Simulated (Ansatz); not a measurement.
## Worked example: correlation energy of GaGeH3 (H-bridged), singlet

Geometry: a PBE0/def2-TZVP stationary point for this spin, not checked as a minimum.

| atom | x (Å) | y (Å) | z (Å) |
| --- | --- | --- | --- |
| Ge | -0.0029 | 0.0000 | 1.1507 |
| Ga | -0.0317 | 0.0000 | -1.1673 |
| H | 0.9218 | 1.0676 | 0.2232 |
| H | 0.9218 | -1.0676 | 0.2232 |
| H | 0.5638 | 0.0000 | -2.6290 |

Basis cc-pVDZ; Ansatz 0.2.0. Correlated methods freeze the noble-gas cores and the filled d shells of p-block atoms, which leaves 10 electrons in 41 orbitals. R marks a restricted (for open shells ROHF) determinant. No spin–orbit coupling is included, and no scalar relativity.

Full CI isn't at hand for all of this; RCCSDTQ serves as the reference, and is uncertain by about the last step of the cluster series.

Runs differ by some tens of microhartree through their thresholds, so steps under 0.03 kcal/mol mean nothing.

```json
{"level": "RHF", "total energy (hartree)": "-4000.240568"}
{"level": "RMP2", "total energy (hartree)": "-4000.401657"}
{"level": "RCCSD", "total energy (hartree)": "-4000.435936"}
{"level": "RCCSD(T)", "total energy (hartree)": "-4000.443249"}
{"level": "RCCSDT", "total energy (hartree)": "-4000.444451"}
{"level": "RCCSDT(Q)", "total energy (hartree)": "-4000.444916"}
{"level": "RCCSDTQ", "total energy (hartree)": "-4000.444950"}
```

What is the correlation energy at RCCSDTQ, and what share of it do RMP2 and RCCSDT recover?

E(corr) = -4000.444950 − (-4000.240568) = -0.204382 hartree = -5.562 eV. RMP2: -0.161089 / -0.204382 = 78.82 %. RCCSDT: -0.203883 / -0.204382 = 99.76 %.

By how many kcal/mol does RCCSD(T) miss RCCSDTQ (1 hartree = 627.509 kcal/mol), and which steps make up the rest?

-4000.443249 − (-4000.444950) = 0.001701 hartree = 1.07 kcal/mol. Steps: RCCSDT − RCCSD(T) = -0.75, RCCSDT(Q) − RCCSDT = -0.29, RCCSDTQ − RCCSDT(Q) = -0.02 kcal/mol. Differences between like states or geometries often cancel part of this.
